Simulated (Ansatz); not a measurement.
Energy needed to pull apart AlHSCl (SMILES [S][AlH][Cl]), doublet, into free ground-state atoms, from the structure below (displaced at random from a GFN2-xTB minimum); no zero-point or spin–orbit terms; open-shell atoms are treated unrestricted, in their ground-state multiplicity.

```
4
angstrom
S -0.9723 0.4561 1.9253
Al 0.1323 0.0542 -0.0803
Cl -0.4365 -1.5934 -1.3241
H 1.3027 1.0842 -0.4957
```

Program: Ansatz 0.2.0. Basis: def2-TZVPP. Cores are frozen in the correlated methods; orbitals are unrestricted.

```json
{"method": "SPW92", "atomization energy (eV)": "11.90"}
{"method": "PBE-D4", "atomization energy (eV)": "?"}
{"method": "r2SCAN-D4", "atomization energy (eV)": "10.91"}
{"method": "PBE0-D4", "atomization energy (eV)": "10.61"}
{"method": "BHLYP-D4", "atomization energy (eV)": "?"}
{"method": "wB97M-V", "atomization energy (eV)": "10.77"}
{"method": "HF", "atomization energy (eV)": "8.16"}
{"method": "MP2", "atomization energy (eV)": "10.58"}
{"method": "CCSD", "atomization energy (eV)": "10.13"}
{"method": "CCSD(T)", "atomization energy (eV)": "10.32"}
```

What does PBE-D4 give? (Judge from chemistry; the value comes from the calculation.)

By the calculation: 10.74 eV, which is about 0.42 eV more than CCSD(T)/def2-TZVPP.

What does BHLYP-D4 give? (To be estimated.)

Computed: 10.36 eV, which is about 0.04 eV more than CCSD(T)/def2-TZVPP.

In triple zeta the MP2 and coupled-cluster atomization energies are still short of their basis limit by a few kcal/mol a bond, whereas those of the functionals are nearly converged, so these differences are not deviations from converged CCSD(T).

No T1 diagnostic of these runs exceeds 0.012. ⟨S²⟩ of the unrestricted Hartree–Fock references: 0.76 (a pure state has 0.75).

For scale, one of the runs: CCSD(T)/def2-TZVPP forces, 140 basis functions (an equivalent command: `ansatz run in.yaml --threads 4`). The run took 120 s on 4 CPU threads (shared host), with 2.7 GiB of host memory at its peak.
